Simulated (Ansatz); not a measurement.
# BH6NSi: the cost of one run

The runs use Ansatz 0.2.0, Gaussian basis; SPW92/def2-SVP.

## 1. Starting geometry

SMILES `B[SiH2]N`, 9 atoms, charge 0, spin multiplicity 1.

Atoms are counted from 1 here; the program's logs count them from 0.

Bond lengths: B1–Si2 1.952 Å, B1–H4 1.170 Å, B1–H5 1.171 Å, Si2–N3 1.734 Å, Si2–H6 1.488 Å, Si2–H7 1.474 Å, N3–H8 1.007 Å, N3–H9 1.007 Å. Angles: Si2–B1–H4 122.9°, Si2–B1–H5 120.4°, H4–B1–H5 116.6°, B1–Si2–N3 109.7°, B1–Si2–H6 112.2°, B1–Si2–H7 116.8°, N3–Si2–H6 112.1°, N3–Si2–H7 101.8°, H6–Si2–H7 103.9°, Si2–N3–H8 119.0°, Si2–N3–H9 119.0°, H8–N3–H9 109.3°.

As a file:

```xyz
9
charge 0, multiplicity 1
B    -1.05010    0.75877   -0.99325
Si    0.56908    0.26060   -0.02334
N     0.29860   -1.21362    0.84907
H    -2.09463    0.27683   -0.77781
H    -1.01448    1.58467   -1.82199
H     1.05101    1.35448    0.86353
H     1.75039   -0.08268   -0.83569
H     1.05435   -1.60941    1.38433
H    -0.56421   -1.32963    1.35513
```

## 2. The run

Contents of md/in.yaml:

```yaml
crystal:
  periodic: [false, false, false]
  atoms:
    - {symbol: B, position_ang: [-1.050100, 0.758770, -0.993250]}
    - {symbol: Si, position_ang: [0.569080, 0.260600, -0.023340]}
    - {symbol: N, position_ang: [0.298600, -1.213620, 0.849070]}
    - {symbol: H, position_ang: [-2.094630, 0.276830, -0.777810]}
    - {symbol: H, position_ang: [-1.014480, 1.584670, -1.821990]}
    - {symbol: H, position_ang: [1.051010, 1.354480, 0.863530]}
    - {symbol: H, position_ang: [1.750390, -0.082680, -0.835690]}
    - {symbol: H, position_ang: [1.054350, -1.609410, 1.384330]}
    - {symbol: H, position_ang: [-0.564210, -1.329630, 1.355130]}
basis:
  gaussian: {orbitals: def2-SVP}
hamiltonian: {xc: lda}
md: {n_steps: 30, timestep: 0.5, temperature: 1500, ensemble: nvt_langevin, seed: 217, friction: 0.01, initial_velocities: maxwell_boltzmann}
```

Run with:

```sh
ansatz run in.yaml --threads 2 --pin off --events-out ev --progress --plain --max-ram 3481MiB
```

Q: Estimate wall time and peak memory on 2 threads of Intel Xeon Platinum 8488C, shared host.

About 17 s, with a peak of 0.15 GiB.
